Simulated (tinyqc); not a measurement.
RHF in the sto-3g basis, for H3O+, spin multiplicity 1, step by step (part 1 of 2). Computed by tinyqc, a small Python program that keeps every step (integrals from PySCF). Settings: charge = 1, multiplicity = 1, basis = sto-3g, energy threshold = 1e-09, iteration cap = 71, orthogonalisation = symmetric, start = core, DIIS depth = 4, DIIS from iteration = 3, method = RHF. Command: `OMP_NUM_THREADS=1 python tinyqc.py 20809 20810 out.jsonl` (the two numbers bound the seeds that draw the settings). One thread of a shared host (Intel(R) Xeon(R) Processor @ 2.60GHz), about 0.09 s of CPU time with the checks. Later iterations appear only in the table of the cycle.

## One-electron integrals

Geometry (angstrom):
```
atom          x          y         z
O      0.000000   0.000000  0.203000
H      1.236000   0.000000  0.000000
H     -0.618000   1.070000  0.000000
H     -0.618000  -1.070000  0.000000
```

Basis sto-3g: exponents (1/bohr^2) and contraction coefficients of normalised primitives:
```
element  l (shell)    exponent  coefficient
O            s (1)  130.709320     0.154329
O            s (1)   23.808861     0.535328
O            s (1)    6.443608     0.444635
O            s (2)    5.033151    -0.099967
O            s (2)    1.169596     0.399513
O            s (2)    0.380389     0.700115
O            p (3)    5.033151     0.155916
O            p (3)    1.169596     0.607684
O            p (3)    0.380389     0.391957
H            s (1)    3.425251     0.154329
H            s (1)    0.623914     0.535328
H            s (1)    0.168855     0.444635
```

Overlap, kinetic and nuclear-attraction integrals over the contracted functions; the nuclear repulsion is the sum of Za Zb / Rab.

nuclear repulsion = 10.88301721 hartree

overlap S, order 1O 1s, 1O 2s, 1O 2px, 1O 2py, 1O 2pz, 2H 1s, 3H 1s, 4H 1s:
$$\begin{pmatrix}
1.000000 & 0.236704 & 0.000000 & 0.000000 & 0.000000 & 0.026827 & 0.026849 & 0.026849 \\
0.236704 & 1.000000 & 0.000000 & 0.000000 & 0.000000 & 0.303834 & 0.304006 & 0.304006 \\
0.000000 & 0.000000 & 1.000000 & 0.000000 & 0.000000 & 0.278726 & -0.139466 & -0.139466 \\
0.000000 & 0.000000 & 0.000000 & 1.000000 & 0.000000 & 0.000000 & 0.241470 & -0.241470 \\
0.000000 & 0.000000 & 0.000000 & 0.000000 & 1.000000 & -0.045778 & -0.045812 & -0.045812 \\
0.026827 & 0.303834 & 0.278726 & 0.000000 & -0.045778 & 1.000000 & 0.094226 & 0.094226 \\
0.026849 & 0.304006 & -0.139466 & 0.241470 & -0.045812 & 0.094226 & 1.000000 & 0.094324 \\
0.026849 & 0.304006 & -0.139466 & -0.241470 & -0.045812 & 0.094226 & 0.094324 & 1.000000
\end{pmatrix}$$

kinetic energy T (hartree), order 1O 1s, 1O 2s, 1O 2px, 1O 2py, 1O 2pz, 2H 1s, 3H 1s, 4H 1s:
$$\begin{pmatrix}
29.003200 & -0.168011 & 0.000000 & 0.000000 & 0.000000 & -0.008354 & -0.008358 & -0.008358 \\
-0.168011 & 0.808128 & 0.000000 & 0.000000 & 0.000000 & 0.028752 & 0.028827 & 0.028827 \\
0.000000 & 0.000000 & 2.528731 & 0.000000 & 0.000000 & 0.108411 & -0.054292 & -0.054292 \\
0.000000 & 0.000000 & 0.000000 & 2.528731 & 0.000000 & 0.000000 & 0.094001 & -0.094001 \\
0.000000 & 0.000000 & 0.000000 & 0.000000 & 2.528731 & -0.017805 & -0.017834 & -0.017834 \\
-0.008354 & 0.028752 & 0.108411 & 0.000000 & -0.017805 & 0.760032 & -0.011231 & -0.011231 \\
-0.008358 & 0.028827 & -0.054292 & 0.094001 & -0.017834 & -0.011231 & 0.760032 & -0.011228 \\
-0.008358 & 0.028827 & -0.054292 & -0.094001 & -0.017834 & -0.011231 & -0.011228 & 0.760032
\end{pmatrix}$$

nuclear attraction V (hartree), order 1O 1s, 1O 2s, 1O 2px, 1O 2py, 1O 2pz, 2H 1s, 3H 1s, 4H 1s:
$$\begin{pmatrix}
-61.886120 & -7.483141 & 0.000007 & 0.000000 & 0.004410 & -0.866246 & -0.866947 & -0.866947 \\
-7.483141 & -10.317386 & 0.000090 & 0.000000 & 0.054955 & -2.319158 & -2.320696 & -2.320696 \\
0.000007 & 0.000090 & -10.273769 & 0.000000 & -0.000013 & -1.860216 & 0.930935 & 0.930935 \\
0.000000 & 0.000000 & 0.000000 & -10.273779 & 0.000000 & 0.000000 & -1.611780 & 1.611780 \\
0.004410 & 0.054955 & -0.000013 & 0.000000 & -10.185084 & 0.316158 & 0.316429 & 0.316429 \\
-0.866246 & -2.319158 & -1.860216 & 0.000000 & 0.316158 & -5.062576 & -0.551070 & -0.551070 \\
-0.866947 & -2.320696 & 0.930935 & -1.611780 & 0.316429 & -0.551070 & -5.063522 & -0.551644 \\
-0.866947 & -2.320696 & 0.930935 & 1.611780 & 0.316429 & -0.551070 & -0.551644 & -5.063522
\end{pmatrix}$$

core Hamiltonian H = T + V (hartree), order 1O 1s, 1O 2s, 1O 2px, 1O 2py, 1O 2pz, 2H 1s, 3H 1s, 4H 1s:
$$\begin{pmatrix}
-32.882920 & -7.651152 & 0.000007 & 0.000000 & 0.004410 & -0.874601 & -0.875305 & -0.875305 \\
-7.651152 & -9.509258 & 0.000090 & 0.000000 & 0.054955 & -2.290406 & -2.291869 & -2.291869 \\
0.000007 & 0.000090 & -7.745037 & 0.000000 & -0.000013 & -1.751806 & 0.876643 & 0.876643 \\
0.000000 & 0.000000 & 0.000000 & -7.745048 & 0.000000 & 0.000000 & -1.517779 & 1.517779 \\
0.004410 & 0.054955 & -0.000013 & 0.000000 & -7.656353 & 0.298353 & 0.298596 & 0.298596 \\
-0.874601 & -2.290406 & -1.751806 & 0.000000 & 0.298353 & -4.302544 & -0.562301 & -0.562301 \\
-0.875305 & -2.291869 & 0.876643 & -1.517779 & 0.298596 & -0.562301 & -4.303490 & -0.562873 \\
-0.875305 & -2.291869 & 0.876643 & 1.517779 & 0.298596 & -0.562301 & -0.562873 & -4.303490
\end{pmatrix}$$

## Two-electron integrals

Functions are numbered as in S; the eight-fold symmetry (ij|kl) = (ji|kl) = (kl|ij) leaves the list below.

Two-electron integrals (ij|kl) in chemists' order, unique and non-zero (hartree):
```
(11|11) 4.785065    (21|11) 0.741380    (21|21) 0.136873    (22|11) 1.118947
(22|21) 0.256633    (22|22) 0.817206    (31|31) 0.024477    (32|31) 0.037809
(32|32) 0.180518    (33|11) 1.115814    (33|21) 0.256684    (33|22) 0.817023
(33|33) 0.880159    (41|41) 0.024477    (42|41) 0.037809    (42|42) 0.180518
(43|43) 0.047444    (44|11) 1.115814    (44|21) 0.256684    (44|22) 0.817023
(44|33) 0.785270    (44|44) 0.880159    (51|51) 0.024477    (52|51) 0.037809
(52|52) 0.180518    (53|53) 0.047444    (54|54) 0.047444    (55|11) 1.115814
(55|21) 0.256684    (55|22) 0.817023    (55|33) 0.785270    (55|44) 0.785270
(55|55) 0.880159    (61|11) 0.084909    (61|21) 0.015563    (61|22) 0.029059
(61|31) 0.000682    (61|32) 0.001293    (61|33) 0.029169    (61|44) 0.029004
(61|51) -0.000112   (61|52) -0.000212   (61|53) -0.000027   (61|55) 0.029008
(61|61) 0.001791    (62|11) 0.235954    (62|21) 0.054925    (62|22) 0.197405
(62|31) 0.004044    (62|32) 0.032793    (62|33) 0.204005    (62|44) 0.193868
(62|51) -0.000664   (62|52) -0.005386   (62|53) -0.001665   (62|55) 0.194142
(62|61) 0.006379    (62|62) 0.062431    (63|11) 0.180230    (63|21) 0.042453
(63|22) 0.162971    (63|31) 0.008076    (63|32) 0.057786    (63|33) 0.176809
(63|44) 0.155852    (63|51) -0.000444   (63|52) -0.004133   (63|53) -0.002365
(63|55) 0.156063    (63|61) 0.005114    (63|62) 0.062738    (63|63) 0.070657
(64|41) 0.005375    (64|42) 0.032623    (64|43) 0.006556    (64|54) -0.001077
(64|64) 0.008285    (65|11) -0.029601   (65|21) -0.006972   (65|22) -0.026766
(65|31) -0.000444   (65|32) -0.004133   (65|33) -0.026885   (65|44) -0.025597
(65|51) 0.005448    (65|52) 0.033301    (65|53) 0.006768    (65|55) -0.027785
(65|61) -0.000840   (65|62) -0.010304   (65|63) -0.010244   (65|65) 0.009967
(66|11) 0.417523    (66|21) 0.098718    (66|22) 0.409062    (66|31) 0.008264
(66|32) 0.095138    (66|33) 0.437337    (66|44) 0.394112    (66|51) -0.001357
(66|52) -0.015625   (66|53) -0.007099   (66|55) 0.395278    (66|61) 0.011521
(66|62) 0.173573    (66|63) 0.199373    (66|65) -0.032745   (66|66) 0.774606
(71|11) 0.084978    (71|21) 0.015575    (71|22) 0.029082    (71|31) -0.000341
(71|32) -0.000647   (71|33) 0.029069    (71|41) 0.000591    (71|42) 0.001121
(71|43) -0.000071   (71|44) 0.029151    (71|51) -0.000112   (71|52) -0.000213
(71|53) 0.000014    (71|54) -0.000023   (71|55) 0.029032    (71|61) 0.001762
(71|62) 0.006156    (71|63) 0.004671    (71|64) 0.000158    (71|65) -0.000812
(71|66) 0.011048    (71|71) 0.001794    (72|11) 0.236110    (72|21) 0.054962
(72|22) 0.197530    (72|31) -0.002024   (72|32) -0.016411   (72|33) 0.196529
(72|41) 0.003504    (72|42) 0.028414    (72|43) -0.004393   (72|44) 0.201597
(72|51) -0.000665   (72|52) -0.005391   (72|53) 0.000833    (72|54) -0.001443
(72|55) 0.194265    (72|61) 0.006155    (72|62) 0.047144    (72|63) 0.036599
(72|64) 0.005331    (72|65) -0.007528   (72|66) 0.102326    (72|71) 0.006389
(72|72) 0.062506    (73|11) -0.090192   (73|21) -0.021245   (73|22) -0.081553
(73|31) 0.006055    (73|32) 0.038943    (73|33) -0.085535   (73|41) -0.001170
(73|42) -0.010904   (73|43) 0.007381    (73|44) -0.080934   (73|51) 0.000222
(73|52) 0.002069    (73|53) -0.001400   (73|54) 0.000558    (73|55) -0.078097
(73|61) -0.002199   (73|62) -0.013686   (73|63) -0.005114   (73|64) -0.001168
(73|65) 0.002149    (73|66) -0.024967   (73|71) -0.002561   (73|72) -0.031413
(73|73) 0.023913    (74|11) 0.156158    (74|21) 0.036783    (74|22) 0.141201
(74|31) -0.001170   (74|32) -0.010904   (74|33) 0.136732    (74|41) 0.007406
(74|42) 0.051525    (74|43) -0.006225   (74|44) 0.151491    (74|51) -0.000384
(74|52) -0.003582   (74|53) 0.000558    (74|54) -0.002045   (74|55) 0.135216
(74|61) 0.004122    (74|62) 0.034356    (74|63) 0.026603    (74|64) 0.009576
(74|65) -0.005402   (74|66) 0.076430    (74|71) 0.004435    (74|72) 0.054387
(74|73) -0.027041   (74|74) 0.055113    (75|11) -0.029626   (75|21) -0.006978
(75|22) -0.026789   (75|31) 0.000222    (75|32) 0.002069    (75|33) -0.025941
(75|41) -0.000384   (75|42) -0.003582   (75|43) 0.000558    (75|44) -0.026585
(75|51) 0.005452    (75|52) 0.033325    (75|53) -0.003387   (75|54) 0.005864
(75|55) -0.027809   (75|61) -0.000812   (75|62) -0.007529   (75|63) -0.005754
(75|64) -0.000841   (75|65) 0.007130    (75|66) -0.017650   (75|71) -0.000841
(75|72) -0.010318   (75|73) 0.005130    (75|74) -0.008882   (75|75) 0.009980
(76|11) 0.053113    (76|21) 0.012471    (76|22) 0.048504    (76|31) 0.000367
(76|32) 0.003541    (76|33) 0.048751    (76|41) 0.000636    (76|42) 0.006133
(76|43) 0.000245    (76|44) 0.049033    (76|51) -0.000241   (76|52) -0.002327
(76|53) -0.000277   (76|54) -0.000479   (76|55) 0.047673    (76|61) 0.001428
(76|62) 0.014808    (76|63) 0.014031    (76|64) 0.001615    (76|65) -0.002764
(76|66) 0.042557    (76|71) 0.001429    (76|72) 0.014816    (76|73) -0.005621
(76|74) 0.012963    (76|75) -0.002766   (76|76) 0.004480    (77|11) 0.417632
(77|21) 0.098743    (77|22) 0.409159    (77|31) -0.004135   (77|32) -0.047600
(77|33) 0.405019    (77|41) 0.007160    (77|42) 0.082414    (77|43) -0.018728
(77|44) 0.426628    (77|51) -0.001358   (77|52) -0.015636   (77|53) 0.003553
(77|54) -0.006152   (77|55) 0.395369    (77|61) 0.011042    (77|62) 0.102284
(77|63) 0.078646    (77|64) 0.016600    (77|65) -0.017641   (77|66) 0.246718
(77|71) 0.011533    (77|72) 0.173698    (77|73) -0.099777   (77|74) 0.172753
(77|75) -0.032775   (77|76) 0.042557    (77|77) 0.774606    (81|11) 0.084978
(81|21) 0.015575    (81|22) 0.029082    (81|31) -0.000341   (81|32) -0.000647
(81|33) 0.029069    (81|41) -0.000591   (81|42) -0.001121   (81|43) 0.000071
(81|44) 0.029151    (81|51) -0.000112   (81|52) -0.000213   (81|53) 0.000014
(81|54) 0.000023    (81|55) 0.029032    (81|61) 0.001762    (81|62) 0.006156
(81|63) 0.004671    (81|64) -0.000158   (81|65) -0.000812   (81|66) 0.011048
(81|71) 0.001763    (81|72) 0.006160    (81|73) -0.002474   (81|74) 0.003968
(81|75) -0.000813   (81|76) 0.001389    (81|77) 0.011051    (81|81) 0.001794
(82|11) 0.236110    (82|21) 0.054962    (82|22) 0.197530    (82|31) -0.002024
(82|32) -0.016411   (82|33) 0.196529    (82|41) -0.003504   (82|42) -0.028414
(82|43) 0.004393    (82|44) 0.201597    (82|51) -0.000665   (82|52) -0.005391
(82|53) 0.000833    (82|54) 0.001443    (82|55) 0.194265    (82|61) 0.006155
(82|62) 0.047144    (82|63) 0.036599    (82|64) -0.005331   (82|65) -0.007528
(82|66) 0.102326    (82|71) 0.006160    (82|72) 0.047177    (82|73) -0.022937
(82|74) 0.029044    (82|75) -0.007534   (82|76) 0.011481    (82|77) 0.102356
(82|81) 0.006389    (82|82) 0.062506    (83|11) -0.090192   (83|21) -0.021245
(83|22) -0.081553   (83|31) 0.006055    (83|32) 0.038943    (83|33) -0.085535
(83|41) 0.001170    (83|42) 0.010904    (83|43) -0.007381   (83|44) -0.080934
(83|51) 0.000222    (83|52) 0.002069    (83|53) -0.001400   (83|54) -0.000558
(83|55) -0.078097   (83|61) -0.002199   (83|62) -0.013686   (83|63) -0.005114
(83|64) 0.001168    (83|65) 0.002149    (83|66) -0.024967   (83|71) -0.002474
(83|72) -0.022937   (83|73) 0.016938    (83|74) -0.013897   (83|75) 0.003609
(83|76) -0.004275   (83|77) -0.053751   (83|81) -0.002561   (83|82) -0.031413
(83|83) 0.023913    (84|11) -0.156158   (84|21) -0.036783   (84|22) -0.141201
(84|31) 0.001170    (84|32) 0.010904    (84|33) -0.136732   (84|41) 0.007406
(84|42) 0.051525    (84|43) -0.006225   (84|44) -0.151491   (84|51) 0.000384
(84|52) 0.003582    (84|53) -0.000558   (84|54) -0.002045   (84|55) -0.135216
(84|61) -0.004122   (84|62) -0.034356   (84|63) -0.026603   (84|64) 0.009576
(84|65) 0.005402    (84|66) -0.076430   (84|71) -0.003968   (84|72) -0.029044
(84|73) 0.013897    (84|74) -0.012455   (84|75) 0.004565    (84|76) -0.007402
(84|77) -0.059836   (84|81) -0.004435   (84|82) -0.054387   (84|83) 0.027041
(84|84) 0.055113    (85|11) -0.029626   (85|21) -0.006978   (85|22) -0.026789
(85|31) 0.000222    (85|32) 0.002069    (85|33) -0.025941   (85|41) 0.000384
(85|42) 0.003582    (85|43) -0.000558   (85|44) -0.026585   (85|51) 0.005452
(85|52) 0.033325    (85|53) -0.003387   (85|54) -0.005864   (85|55) -0.027809
(85|61) -0.000812   (85|62) -0.007529   (85|63) -0.005754   (85|64) 0.000841
(85|65) 0.007130    (85|66) -0.017650   (85|71) -0.000813   (85|72) -0.007534
(85|73) 0.003609    (85|74) -0.004565   (85|75) 0.007136    (85|76) -0.002062
(85|77) -0.017656   (85|81) -0.000841   (85|82) -0.010318   (85|83) 0.005130
(85|84) 0.008882    (85|85) 0.009980    (86|11) 0.053113    (86|21) 0.012471
(86|22) 0.048504    (86|31) 0.000367    (86|32) 0.003541    (86|33) 0.048751
(86|41) -0.000636   (86|42) -0.006133   (86|43) -0.000245   (86|44) 0.049033
(86|51) -0.000241   (86|52) -0.002327   (86|53) -0.000277   (86|54) 0.000479
(86|55) 0.047673    (86|61) 0.001428    (86|62) 0.014808    (86|63) 0.014031
(86|64) -0.001615   (86|65) -0.002764   (86|66) 0.042557    (86|71) 0.001389
(86|72) 0.011481    (86|73) -0.004275   (86|74) 0.007402    (86|75) -0.002062
(86|76) 0.003480    (86|77) 0.025949    (86|81) 0.001429    (86|82) 0.014816
(86|83) -0.005621   (86|84) -0.012963   (86|85) -0.002766   (86|86) 0.004480
(87|11) 0.053167    (87|21) 0.012483    (87|22) 0.048553    (87|31) -0.000735
(87|32) -0.007092   (87|33) 0.049226    (87|44) 0.048659    (87|51) -0.000242
(87|52) -0.002329   (87|53) 0.000554    (87|55) 0.047722    (87|61) 0.001389
(87|62) 0.011485    (87|63) 0.008552    (87|65) -0.002062   (87|66) 0.025970
(87|71) 0.001431    (87|72) 0.014832    (87|73) -0.008430   (87|74) 0.011360
(87|75) -0.002769   (87|76) 0.003484    (87|77) 0.042608    (87|81) 0.001431
(87|82) 0.014832    (87|83) -0.008430   (87|84) -0.011360   (87|85) -0.002769
(87|86) 0.003484    (87|87) 0.004490    (88|11) 0.417632    (88|21) 0.098743
(88|22) 0.409159    (88|31) -0.004135   (88|32) -0.047600   (88|33) 0.405019
(88|41) -0.007160   (88|42) -0.082414   (88|43) 0.018728    (88|44) 0.426628
(88|51) -0.001358   (88|52) -0.015636   (88|53) 0.003553    (88|54) 0.006152
(88|55) 0.395369    (88|61) 0.011042    (88|62) 0.102284    (88|63) 0.078646
(88|64) -0.016600   (88|65) -0.017641   (88|66) 0.246718    (88|71) 0.011051
(88|72) 0.102356    (88|73) -0.053751   (88|74) 0.059836    (88|75) -0.017656
(88|76) 0.025949    (88|77) 0.246787    (88|81) 0.011533    (88|82) 0.173698
(88|83) -0.099777   (88|84) -0.172753   (88|85) -0.032775   (88|86) 0.042557
(88|87) 0.042608    (88|88) 0.774606
```

## Orthogonalisation

S = U s U^T; symmetric (Loewdin) form X = U s^(-1/2) U^T, so that X^T S X = 1.

eigenvalues of S: [0.505182, 0.608106, 0.608219, 0.965942, 1.030457, 1.297569, 1.297588, 1.686936]

X, order 1O 1s, 1O 2s, 1O 2px, 1O 2py, 1O 2pz, 2H 1s, 3H 1s, 4H 1s:
$$\begin{pmatrix}
1.023629 & -0.135854 & 0.000005 & 0.000000 & 0.001927 & 0.015268 & 0.015276 & 0.015276 \\
-0.135854 & 1.137500 & -0.000052 & 0.000000 & -0.016988 & -0.161693 & -0.161813 & -0.161813 \\
0.000005 & -0.000052 & 1.052432 & 0.000000 & 0.000009 & -0.163494 & 0.081808 & 0.081808 \\
0.000000 & 0.000000 & 0.000000 & 1.052452 & 0.000000 & 0.000000 & -0.141661 & 0.141661 \\
0.001927 & -0.016988 & 0.000009 & 0.000000 & 1.002497 & 0.023862 & 0.023884 & 0.023884 \\
0.015268 & -0.161693 & -0.163494 & 0.000000 & 0.023862 & 1.077040 & -0.030624 & -0.030624 \\
0.015276 & -0.161813 & 0.081808 & -0.141661 & 0.023884 & -0.030624 & 1.077132 & -0.030656 \\
0.015276 & -0.161813 & 0.081808 & 0.141661 & 0.023884 & -0.030624 & -0.030656 & 1.077132
\end{pmatrix}$$

## Starting guess

The start is the orbitals of the core Hamiltonian; D = 2 C_occ C_occ^T.

D at the start, order 1O 1s, 1O 2s, 1O 2px, 1O 2py, 1O 2pz, 2H 1s, 3H 1s, 4H 1s:
$$\begin{pmatrix}
2.129529 & -0.563603 & 0.000027 & 0.000000 & 0.009827 & 0.049761 & 0.049794 & 0.049794 \\
-0.563603 & 2.447516 & -0.000163 & 0.000000 & -0.054781 & -0.209458 & -0.209608 & -0.209608 \\
0.000027 & -0.000163 & 2.185755 & 0.000000 & 0.000030 & -0.280551 & 0.140380 & 0.140380 \\
0.000000 & 0.000000 & 0.000000 & 2.185819 & 0.000000 & 0.000000 & -0.243077 & 0.243077 \\
0.009827 & -0.054781 & 0.000030 & 0.000000 & 2.008830 & 0.040728 & 0.040764 & 0.040764 \\
0.049761 & -0.209458 & -0.280551 & 0.000000 & 0.040728 & 0.054587 & 0.000570 & 0.000570 \\
0.049794 & -0.209608 & 0.140380 & -0.243077 & 0.040764 & 0.000570 & 0.054646 & 0.000583 \\
0.049794 & -0.209608 & 0.140380 & 0.243077 & 0.040764 & 0.000570 & 0.000583 & 0.054646
\end{pmatrix}$$

## Iteration 1: building the Fock matrix

J_ij = sum D_kl (ij|kl), K_ij = sum D_kl (ik|jl); F = H + J - 0.5 K; E = tr D H + tr D J / 2 - 0.25 tr D K + E_nn.

Coulomb J (hartree), order 1O 1s, 1O 2s, 1O 2px, 1O 2py, 1O 2pz, 2H 1s, 3H 1s, 4H 1s:
$$\begin{pmatrix}
18.698573 & 3.568933 & -0.000002 & 0.000000 & -0.001002 & 0.406066 & 0.406394 & 0.406394 \\
3.568933 & 8.853123 & 0.000002 & 0.000000 & 0.000217 & 2.062463 & 2.063781 & 2.063781 \\
-0.000002 & 0.000002 & 8.844404 & 0.000000 & -0.000001 & 1.669715 & -0.835555 & -0.835555 \\
0.000000 & 0.000000 & 0.000000 & 8.844401 & 0.000000 & 0.000000 & 1.446674 & -1.446674 \\
-0.001002 & 0.000217 & -0.000001 & 0.000000 & 8.847181 & -0.273918 & -0.274147 & -0.274147 \\
0.406066 & 2.062463 & 1.669715 & 0.000000 & -0.273918 & 4.100577 & 0.495620 & 0.495620 \\
0.406394 & 2.063781 & -0.835555 & 1.446674 & -0.274147 & 0.495620 & 4.101543 & 0.496124 \\
0.406394 & 2.063781 & -0.835555 & -1.446674 & -0.274147 & 0.495620 & 0.496124 & 4.101543
\end{pmatrix}$$

exchange K (hartree), order 1O 1s, 1O 2s, 1O 2px, 1O 2py, 1O 2pz, 2H 1s, 3H 1s, 4H 1s:
$$\begin{pmatrix}
9.850346 & 1.721578 & -0.000001 & 0.000000 & -0.000377 & 0.208370 & 0.208536 & 0.208536 \\
1.721578 & 2.876046 & -0.000001 & 0.000000 & -0.001683 & 0.574144 & 0.574521 & 0.574521 \\
-0.000001 & -0.000001 & 2.370949 & 0.000000 & -0.000001 & 0.344911 & -0.172601 & -0.172601 \\
0.000000 & 0.000000 & 0.000000 & 2.370944 & 0.000000 & 0.000000 & 0.298843 & -0.298843 \\
-0.000377 & -0.001683 & -0.000001 & 0.000000 & 2.370024 & -0.056361 & -0.056410 & -0.056410 \\
0.208370 & 0.574144 & 0.344911 & 0.000000 & -0.056361 & 0.193585 & 0.096286 & 0.096286 \\
0.208536 & 0.574521 & -0.172601 & 0.298843 & -0.056410 & 0.096286 & 0.193814 & 0.096372 \\
0.208536 & 0.574521 & -0.172601 & -0.298843 & -0.056410 & 0.096286 & 0.096372 & 0.193814
\end{pmatrix}$$

Fock matrix F (hartree), order 1O 1s, 1O 2s, 1O 2px, 1O 2py, 1O 2pz, 2H 1s, 3H 1s, 4H 1s:
$$\begin{pmatrix}
-19.109520 & -4.943007 & 0.000006 & 0.000000 & 0.003596 & -0.572720 & -0.573179 & -0.573179 \\
-4.943007 & -2.094158 & 0.000092 & 0.000000 & 0.056014 & -0.515015 & -0.515348 & -0.515348 \\
0.000006 & 0.000092 & -0.086108 & 0.000000 & -0.000014 & -0.254546 & 0.127389 & 0.127389 \\
0.000000 & 0.000000 & 0.000000 & -0.086118 & 0.000000 & 0.000000 & -0.220526 & 0.220526 \\
0.003596 & 0.056014 & -0.000014 & 0.000000 & 0.005817 & 0.052615 & 0.052653 & 0.052653 \\
-0.572720 & -0.515015 & -0.254546 & 0.000000 & 0.052615 & -0.298759 & -0.114824 & -0.114824 \\
-0.573179 & -0.515348 & 0.127389 & -0.220526 & 0.052653 & -0.114824 & -0.298854 & -0.114934 \\
-0.573179 & -0.515348 & 0.127389 & 0.220526 & 0.052653 & -0.114824 & -0.114934 & -0.298854
\end{pmatrix}$$

total energy of this density = -73.48320441 hartree
